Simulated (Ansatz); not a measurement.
# CH4B radical: an energy map over angle B1–C2–H5 and angle H4–C2–H6

A grid of calculations on CH4B, SMILES [BH]C, spin multiplicity 2, to see where the energy is lowest and how it rises around there.

Program: Ansatz 0.2.0. Level of theory: UHF-MP2, frozen core/def2-TZVP. These are calculated values, not measurements.

**1. The system as given**

SMILES `[BH]C`, 6 atoms, charge 0, spin multiplicity 2.

Atoms are counted from 1 here; the program's logs count them from 0.

Bond lengths: B1–C2 1.543 Å, B1–H3 1.219 Å, C2–H4 1.108 Å, C2–H5 1.121 Å, C2–H6 1.113 Å. Angles: C2–B1–H3 128.5°, B1–C2–H4 116.5°, B1–C2–H5 102.9°, B1–C2–H6 114.2°, H4–C2–H5 106.6°, H4–C2–H6 110.0°, H5–C2–H6 105.5°.

Coordinates:

```xyz
6
charge 0, multiplicity 2
B     0.35593   -1.06476    0.10815
C    -0.29863    0.29722   -0.20168
H     1.17179   -1.33562    0.97224
H    -1.18470    0.28027   -0.86723
H     0.50810    0.84225   -0.75652
H    -0.51039    0.91653    0.69884
```

This geometry comes from a loose relaxation at PBE in a small basis, which is not shown.

**2. Relaxing the molecule**

input.yaml reads:

```yaml
crystal:
  periodic: [false, false, false]
  atoms:
    - { symbol: B, position_ang: [0.355929, -1.064758, 0.108146] }
    - { symbol: C, position_ang: [-0.298633, 0.297218, -0.201677] }
    - { symbol: H, position_ang: [1.171791, -1.335616, 0.972238] }
    - { symbol: H, position_ang: [-1.184697, 0.280269, -0.86723] }
    - { symbol: H, position_ang: [0.508102, 0.842254, -0.756517] }
    - { symbol: H, position_ang: [-0.510392, 0.916533, 0.69884] }
magnetization:
  spin_polarized: true
  initial_magnetization: 1
basis:
  gaussian: { orbitals: def2-TZVP }
hamiltonian:
  xc: hf
output:
  forces: true
correlation:
  method: mp2
scf:
  omitted_lower_state_checks: [cluster_reference]
relax:
  f_tol: 0.003
  max_steps: 120
```

Started as:

```
ansatz run input.yaml --threads 1 --pin off --max-ram 2560MiB --backend cpu --events-out ev --progress --plain --runs-dir out
```

The log of the run, shortened:

```text
Warning: RAYON_NUM_THREADS=1 ignored (pool sized by the plan → 1); use --threads N
[...]
Functional definition: HF
[...]
657 factors; integrals over basis functions are off by at most 2.3e-4 eV
[...]
mean field -1764.01767833 eV, -64.8264539845 hartree, gradient 2.3e-6 eV, S^2 0.753686; 2 other end points of the search recorded, 0 dependent functions left out
2 core orbitals not correlated: weight in the atoms' cores, before any rotation towards them, 1.000 or more for the frozen orbitals, at most 0.000 for the correlated occupied ones
reference -1764.01767833 eV, -64.8264539845 hartree; 6, 5 occupied and 78, 79 virtual orbitals, 657 factors
second order -6.72038379 eV of doubles, -0.00000000 eV of singles
[...]
relax step   1: F+E_penalty+E_count = -1770.73806212 eV  Δ(F+E_penalty+E_count) = +0.000e0 eV  max|allowed force component| = 6.603e-1 eV/Å  Δτ_max = 0.0000 Å  (56 SCF iters, accepted)
[...]
relax step   3: F+E_penalty+E_count = -1770.76656431 eV  Δ(F+E_penalty+E_count) = -2.414e-3 eV  max|allowed force component| = 2.931e-2 eV/Å  Δτ_max = 0.0072 Å  (31 SCF iters, accepted)
[...]
relax step   5: F+E_penalty+E_count = -1770.76674411 eV  Δ(F+E_penalty+E_count) = -8.199e-5 eV  max|allowed force component| = 8.716e-3 eV/Å  Δτ_max = 0.0042 Å  (31 SCF iters, accepted)
[...]
relax step   7: F+E_penalty+E_count = -1770.76660514 eV  Δ(F+E_penalty+E_count) = +1.400e-4 eV  max|allowed force component| = 6.318e-2 eV/Å  Δτ_max = 0.0179 Å  (34 SCF iters, rejected (line search))
[...]
relax step   8: F+E_penalty+E_count = -1770.76678120 eV  Δ(F+E_penalty+E_count) = -3.606e-5 eV  max|allowed force component| = 6.366e-3 eV/Å  Δτ_max = 0.0082 Å  (31 SCF iters, accepted)
[...]
relax step   9: F+E_penalty+E_count = -1770.76678218 eV  Δ(F+E_penalty+E_count) = -9.776e-7 eV  max|allowed force component| = 2.734e-3 eV/Å  Δτ_max = 0.0008 Å  (28 SCF iters, accepted)
[...]
657 factors; integrals over basis functions are off by at most 2.2e-4 eV
[...]
mean field -1764.06563626 eV, -64.8282164059 hartree, gradient 2.4e-6 eV, S^2 0.753532; 3 other end points of the search recorded, 0 dependent functions left out
2 core orbitals not correlated: weight in the atoms' cores, before any rotation towards them, 1.000 or more for the frozen orbitals, at most 0.000 for the correlated occupied ones
reference -1764.06563626 eV, -64.8282164059 hartree; 6, 5 occupied and 78, 79 virtual orbitals, 657 factors
second order -6.70114592 eV of doubles, -0.00000000 eV of singles
[...]
Total energy: -1770.76678218 eV, -65.0744789761 hartree
Atom 0 at     0.344795    -1.069935     0.118208 Å, force    -0.001983    -0.000977    -0.002511 eV/Å
Atom 1 at    -0.289178     0.301592    -0.207180 Å, force     0.002683    -0.001027     0.002734 eV/Å
Atom 2 at     1.155537    -1.313060     0.957156 Å, force    -0.000971     0.002371    -0.000452 eV/Å
Atom 3 at    -1.166168     0.275638    -0.851209 Å, force     0.001309    -0.001212     0.000486 eV/Å
Atom 4 at     0.498587     0.846542    -0.749722 Å, force    -0.000205    -0.000042    -0.000635 eV/Å
Atom 5 at    -0.501472     0.895124     0.686547 Å, force    -0.000832     0.000888     0.000378 eV/Å
Dipole moment:    -0.018085     0.228180     0.031076 e Å
Checks for a lower state left out: cluster_reference
```

Run time: 11 s. Hardware: 1 thread of Intel Xeon 6975P-C (Granite Rapids), shared host; peak memory 0.2 GiB.

Relaxation path:

| step | energy from step 1 (eV) | largest force component (eV/Å) |
| --- | --- | --- |
| 1 | 0.0000 | 0.6603 |
| 2 | -0.0261 | 0.2569 |
| 3 | -0.0285 | 0.0293 |
| 4 | -0.0286 | 0.0172 |
| 5 | -0.0287 | 0.0087 |
| 6 | -0.0287 | 0.0243 |
| 7 | -0.0285 | 0.0632 |
| 8 | -0.0287 | 0.0064 |
| 9 | -0.0287 | 0.0027 |

Distances of close pairs at the start and the end, largest changes first:

```csv
bond,before (Å),after (Å),change (Å)
B1–H3,1.219,1.192,-0.027
C2–H4,1.108,1.088,-0.020
C2–H5,1.121,1.101,-0.020
C2–H6,1.113,1.094,-0.020
B1–C2,1.543,1.546,+0.003
```

**3. Setting up the map**

First coordinate, angle B1–C2–H5: 15 values from 59.4 to 149.4 °. Second coordinate, angle H4–C2–H6: 15 values from 64.9 to 154.9 °.

Nothing else is relaxed (all other coordinates rigid). Energies count from the relaxed molecule at the same level. Points are written as (first, second).

Below, 3 of the grid's runs; all are launched alike.

**4. Grid point (98.0°, 97.0°)**

input.yaml reads:

```yaml
crystal:
  periodic: [false, false, false]
  atoms:
    - { symbol: B, position_ang: [0.487395, -1.012214, 0.037227] }
    - { symbol: C, position_ang: [-0.289178, 0.301592, -0.20718] }
    - { symbol: H, position_ang: [1.352957, -1.205304, 0.83332] }
    - { symbol: H, position_ang: [-1.264891, 0.414232, -0.676067] }
    - { symbol: H, position_ang: [0.498587, 0.846542, -0.749722] }
    - { symbol: H, position_ang: [-0.501472, 0.895124, 0.686547] }
magnetization:
  spin_polarized: true
  initial_magnetization: 1
basis:
  gaussian: { orbitals: def2-TZVP }
hamiltonian:
  xc: hf
output:
  forces: true
correlation:
  method: mp2
scf:
  omitted_lower_state_checks: [cluster_reference]
```

Started as:

```
ansatz run input.yaml --threads 1 --pin off --max-ram 2560MiB --backend cpu --events-out ev --progress --plain --runs-dir out
```

The log of the run, shortened:

```text
Warning: RAYON_NUM_THREADS=1 ignored (pool sized by the plan → 1); use --threads N
[...]
[... 1 set-up line as earlier in the session ...]
[...]
589 factors; integrals over basis functions are off by at most 1.1e-3 eV
[...]
mean field -1763.86336697 eV, -64.8207831468 hartree, gradient 4.3e-6 eV, S^2 0.753947; 0 other end points of the search recorded, 0 dependent functions left out
2 core orbitals not correlated: weight in the atoms' cores, before any rotation towards them, 1.000 or more for the frozen orbitals, at most 0.000 for the correlated occupied ones
reference -1763.86336697 eV, -64.8207831468 hartree; 6, 5 occupied and 78, 79 virtual orbitals, 589 factors
second order -6.72818521 eV of doubles, -0.00000000 eV of singles
[...]
Total energy: -1770.59155219 eV, -65.0680393928 hartree
Atom 0 at     0.487395    -1.012214     0.037227 Å, force    -0.507086    -0.071309    -0.126996 eV/Å
Atom 1 at    -0.289178     0.301592    -0.207180 Å, force    -0.307692     0.488702     0.836854 eV/Å
Atom 2 at     1.352957    -1.205304     0.833320 Å, force    -0.009208     0.082652    -0.029311 eV/Å
Atom 3 at    -1.264891     0.414232    -0.676067 Å, force     0.316431    -0.748241    -0.907877 eV/Å
Atom 4 at     0.498587     0.846542    -0.749722 Å, force    -0.200775     0.268988    -0.230701 eV/Å
Atom 5 at    -0.501472     0.895124     0.686547 Å, force     0.708329    -0.020793     0.458032 eV/Å
Dipole moment:    -0.042770     0.234764     0.058083 e Å
Checks for a lower state left out: cluster_reference
```

It took 1.1 s on 1 thread of Intel Xeon 6975P-C (Granite Rapids), shared host; peak memory 0.17 GiB.

On the map this point reads 17 kJ/mol.

**5. Point (78.7°, 64.9°)**

input.yaml reads:

```yaml
crystal:
  periodic: [false, false, false]
  atoms:
    - { symbol: B, position_ang: [0.848971, -0.744043, -0.219391] }
    - { symbol: C, position_ang: [-0.289178, 0.301592, -0.20718] }
    - { symbol: H, position_ang: [1.834695, -0.750453, 0.450351] }
    - { symbol: H, position_ang: [-1.292499, 0.720596, -0.1588] }
    - { symbol: H, position_ang: [0.498587, 0.846542, -0.749722] }
    - { symbol: H, position_ang: [-0.501472, 0.895124, 0.686547] }
magnetization:
  spin_polarized: true
  initial_magnetization: 1
basis:
  gaussian: { orbitals: def2-TZVP }
hamiltonian:
  xc: hf
output:
  forces: true
correlation:
  method: mp2
scf:
  omitted_lower_state_checks: [cluster_reference]
```

Started as:

```
ansatz run input.yaml --threads 1 --pin off --max-ram 2560MiB --backend cpu --events-out ev --progress --plain --runs-dir out
```

The log of the run, shortened:

```text
Warning: RAYON_NUM_THREADS=1 ignored (pool sized by the plan → 1); use --threads N
[...]
[... 1 set-up line as earlier in the session ...]
[...]
590 factors; integrals over basis functions are off by at most 1.1e-3 eV
[...]
mean field -1761.64212964 eV, -64.7391541805 hartree, gradient 2.2e-6 eV, S^2 0.755524; 0 other end points of the search recorded, 0 dependent functions left out
2 core orbitals not correlated: weight in the atoms' cores, before any rotation towards them, 1.000 or more for the frozen orbitals, at most 0.000 for the correlated occupied ones
reference -1761.64212964 eV, -64.7391541805 hartree; 6, 5 occupied and 78, 79 virtual orbitals, 590 factors
second order -6.99860457 eV of doubles, -0.00000000 eV of singles
[...]
Total energy: -1768.64073421 eV, -64.9963481545 hartree
Atom 0 at     0.848971    -0.744043    -0.219391 Å, force    -1.438089    -0.148882    -0.061121 eV/Å
Atom 1 at    -0.289178     0.301592    -0.207180 Å, force     0.436159     0.200439     1.860165 eV/Å
Atom 2 at     1.834695    -0.750453     0.450351 Å, force    -0.133813     0.110924     0.083896 eV/Å
Atom 3 at    -1.292499     0.720596    -0.158800 Å, force    -1.281403    -1.556030    -3.389601 eV/Å
Atom 4 at     0.498587     0.846542    -0.749722 Å, force    -0.344608     1.227409    -0.666786 eV/Å
Atom 5 at    -0.501472     0.895124     0.686547 Å, force     2.761753     0.166140     2.173447 eV/Å
Dipole moment:    -0.125824     0.311212     0.176641 e Å
Checks for a lower state left out: cluster_reference
```

Wall time 1.1 s (1 thread of Intel Xeon 6975P-C (Granite Rapids), shared host); peak memory 0.17 GiB.

That is 205 kJ/mol from the zero.

**6. Grid point (104.4°, 109.9°)**

input.yaml reads:

```yaml
crystal:
  periodic: [false, false, false]
  atoms:
    - { symbol: B, position_ang: [0.345891, -1.069568, 0.117618] }
    - { symbol: C, position_ang: [-0.289178, 0.301592, -0.20718] }
    - { symbol: H, position_ang: [1.157068, -1.312346, 0.956247] }
    - { symbol: H, position_ang: [-1.166, 0.275446, -0.851431] }
    - { symbol: H, position_ang: [0.498587, 0.846542, -0.749722] }
    - { symbol: H, position_ang: [-0.501472, 0.895124, 0.686547] }
magnetization:
  spin_polarized: true
  initial_magnetization: 1
basis:
  gaussian: { orbitals: def2-TZVP }
hamiltonian:
  xc: hf
output:
  forces: true
correlation:
  method: mp2
scf:
  omitted_lower_state_checks: [cluster_reference]
```

Started as:

```
ansatz run input.yaml --threads 1 --pin off --max-ram 2560MiB --backend cpu --events-out ev --progress --plain --runs-dir out
```

The log of the run, shortened:

```text
Warning: RAYON_NUM_THREADS=1 ignored (pool sized by the plan → 1); use --threads N
[...]
[... 1 set-up line as earlier in the session ...]
[...]
588 factors; integrals over basis functions are off by at most 1.1e-3 eV
[...]
mean field -1764.06555979 eV, -64.8282135958 hartree, gradient 3.6e-6 eV, S^2 0.753532; 2 other end points of the search recorded, 0 dependent functions left out
2 core orbitals not correlated: weight in the atoms' cores, before any rotation towards them, 1.000 or more for the frozen orbitals, at most 0.000 for the correlated occupied ones
reference -1764.06555979 eV, -64.8282135958 hartree; 6, 5 occupied and 78, 79 virtual orbitals, 588 factors
second order -6.70119138 eV of doubles, -0.00000000 eV of singles
[...]
Total energy: -1770.76675117 eV, -65.0744778367 hartree
Atom 0 at     0.345891    -1.069568     0.117618 Å, force    -0.002863    -0.000631    -0.002490 eV/Å
Atom 1 at    -0.289178     0.301592    -0.207180 Å, force     0.004216    -0.002293     0.002528 eV/Å
Atom 2 at     1.157068    -1.312346     0.956247 Å, force    -0.001244     0.002384    -0.000249 eV/Å
Atom 3 at    -1.166000     0.275446    -0.851431 Å, force     0.000959    -0.001327     0.001597 eV/Å
Atom 4 at     0.498587     0.846542    -0.749722 Å, force     0.000226     0.001449    -0.001226 eV/Å
Atom 5 at    -0.501472     0.895124     0.686547 Å, force    -0.001294     0.000418    -0.000161 eV/Å
Dipole moment:    -0.018233     0.228149     0.031149 e Å
Checks for a lower state left out: cluster_reference
```

Run time: 1.1 s. Hardware: 1 thread of Intel Xeon 6975P-C (Granite Rapids), shared host; peak memory 0.17 GiB.

That is 0 kJ/mol from the zero.

**7. All points together**

225 points were computed. Energies in kJ/mol, from the relaxed molecule at the same level:

```
angle H4–C2–H6 (°) ↓, angle B1–C2–H5 (°) →  59.4  65.9  72.3  78.7  85.2  91.6  98.0  104.4  110.9  117.3  123.7  130.2  136.6  143.0  149.4
                                     154.9   187   170   161   155   152   151   153    157    163    171    182    194    208    224    240
                                     148.5   151   134   123   117   113   112   113    116    123    131    142    155    170    186    204
                                     142.0   121   102    91    84    79    77    78     81     87     95    106    119    135    152    171
                                     135.6    97    78    66    58    52    50    50     52     57     65     76     89    105    122    142
                                     129.2    80    60    48    39    32    29    28     29     34     41     51     64     80     98    118
                                     122.7    70    49    36    26    19    14    12     13     17     23     32     45     60     78     98
                                     116.3    66    45    31    20    12     7     4      3      6     11     20     32     47     64     85
                                     109.9    69    47    32    21    12     5     1      0      1      6     14     25     39     57     77
                                     103.5    78    56    41    28    18    11     6      3      4      7     14     24     38     55     75
                                      97.0    95    72    56    43    32    23    17     13     12     15     21     30     43     59     79
                                      90.6   117    94    77    63    51    42    34     30     28     29     34     42     54     70     90
                                      84.2   146   122   105    90    77    67    58     52     49     50     54     61     73     88    107
                                      77.7   181   157   139   123   110    98    89     82     78     77     80     87     98    112    131
                                      71.3   221   197   178   162   147   135   125    117    112    111    113    119    129    143    161
                                      64.9   266   241   222   205   190   177   166    158    152    150    151    157    166    180    197
```

The dipole moment (D) at each point:

```
angle H4–C2–H6 (°) ↓, angle B1–C2–H5 (°) →  59.4  65.9  72.3  78.7  85.2  91.6  98.0  104.4  110.9  117.3  123.7  130.2  136.6  143.0  149.4
                                     154.9  1.27  1.16  1.08  1.03  1.01  1.00  1.02   1.04   1.08   1.11   1.14   1.18   1.21   1.26   1.32
                                     148.5  1.33  1.22  1.13  1.08  1.04  1.03  1.04   1.06   1.08   1.10   1.13   1.15   1.18   1.21   1.27
                                     142.0  1.37  1.26  1.17  1.11  1.07  1.06  1.06   1.07   1.08   1.10   1.12   1.13   1.16   1.19   1.24
                                     135.6  1.41  1.29  1.20  1.13  1.09  1.07  1.07   1.07   1.08   1.10   1.11   1.13   1.15   1.18   1.22
                                     129.2  1.44  1.32  1.22  1.15  1.10  1.08  1.07   1.08   1.09   1.10   1.11   1.12   1.14   1.17   1.22
                                     122.7  1.47  1.34  1.24  1.17  1.12  1.09  1.08   1.08   1.09   1.10   1.11   1.12   1.14   1.17   1.22
                                     116.3  1.50  1.37  1.27  1.19  1.14  1.11  1.10   1.09   1.10   1.11   1.12   1.13   1.15   1.18   1.22
                                     109.9  1.54  1.41  1.30  1.22  1.16  1.13  1.11   1.11   1.11   1.12   1.13   1.14   1.16   1.19   1.23
                                     103.5  1.59  1.45  1.34  1.25  1.19  1.16  1.14   1.13   1.13   1.14   1.14   1.15   1.17   1.20   1.25
                                      97.0  1.64  1.51  1.39  1.30  1.24  1.20  1.18   1.17   1.16   1.16   1.17   1.18   1.19   1.22   1.27
                                      90.6  1.71  1.57  1.45  1.36  1.30  1.26  1.23   1.22   1.21   1.21   1.20   1.21   1.22   1.25   1.29
                                      84.2  1.80  1.66  1.54  1.44  1.37  1.33  1.30   1.28   1.27   1.26   1.26   1.25   1.26   1.28   1.33
                                      77.7  1.91  1.76  1.64  1.54  1.48  1.43  1.40   1.37   1.36   1.34   1.32   1.32   1.32   1.33   1.37
                                      71.3  2.03  1.89  1.77  1.67  1.60  1.55  1.52   1.49   1.46   1.44   1.41   1.40   1.39   1.40   1.43
                                      64.9  2.18  2.04  1.92  1.82  1.75  1.70  1.67   1.63   1.60   1.57   1.53   1.50   1.48   1.48   1.50
```

**8. Outcome**

```
               quantity                                                                        value
           lowest point                                                   (104.4°, 109.9°), 0 kJ/mol
 highest computed point                                  (59.4°, 64.9°), 266 kJ/mol above the lowest
      dipole moment (D)  1.00 at (91.6°, 154.9°) to 2.18 at (59.4°, 64.9°); 1.11 at the lowest point
time for the whole task                                             4.4 min on 1 thread, shared host
```

The lowest computed point is at (104.4°, 109.9°), 0 kJ/mol from the relaxed molecule at the same level. The grid shows no other well, apart from its symmetry copies. The highest computed point, (59.4°, 64.9°), lies 266 kJ/mol above the lowest. Round the minimum the valley is somewhat tilted: raising angle B1–C2–H5 shifts the best value of angle H4–C2–H6 downwards (coupling k₁₂/√(k₁₁k₂₂) about 0.3).
